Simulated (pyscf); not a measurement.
F–Au + hydrogen fluoride (HF) → AuH + fluorine (F–F) (four-centre exchange; singlet surface; Au–F, F–H broken, Au–H, F–F formed). PySCF, gas phase, ωB97X-D3(BJ)/def2-SVP geometries. Energies in kcal/mol from the separated reactants.

```csv
level,barrier,reaction energy
r²SCAN/def2-TZVP,(withheld),+92.3
B3LYP-D3(BJ)/def2-TZVP,115.0,+94.2
PBE0-D3(BJ)/def2-TZVP,(withheld),(withheld)
M06-2X/def2-TZVP,143.7,+101.5
ωB97M-D3(BJ)/def2-TZVP,135.2,+98.8
HF/def2-TZVP,196.2,+114.3
```

Question: Some entries are withheld; supply them.

Answer: 
- r²SCAN/def2-TZVP, barrier: 104.4
- PBE0-D3(BJ)/def2-TZVP, barrier: 121.6
- PBE0-D3(BJ)/def2-TZVP, reaction energy: +94.6

The functionals in the table span 39.3 kcal/mol in this barrier, from r²SCAN to M06-2X. On the reactant side the descent ends in a bound adduct, 12.0 kcal/mol under the separated species and 147.7 kcal/mol under the saddle at ωB97X-D3(BJ)/def2-TZVP. The products may also form a dative adduct at AuH; it and routes through it were not searched. The same reactants have a lower exit, to F• + Au• + HF (no saddle counted: cutting one bond costs +65.9 kcal/mol at ωB97M-D3(BJ)/def2-TZVP, against +135.2 kcal/mol here). One saddle was located; it need not be the lowest between these sides. One closed-shell reference is unstable to symmetry breaking; treat the single-reference values with care. Elements past Kr carry the def2 core potentials, without spin-orbit coupling.
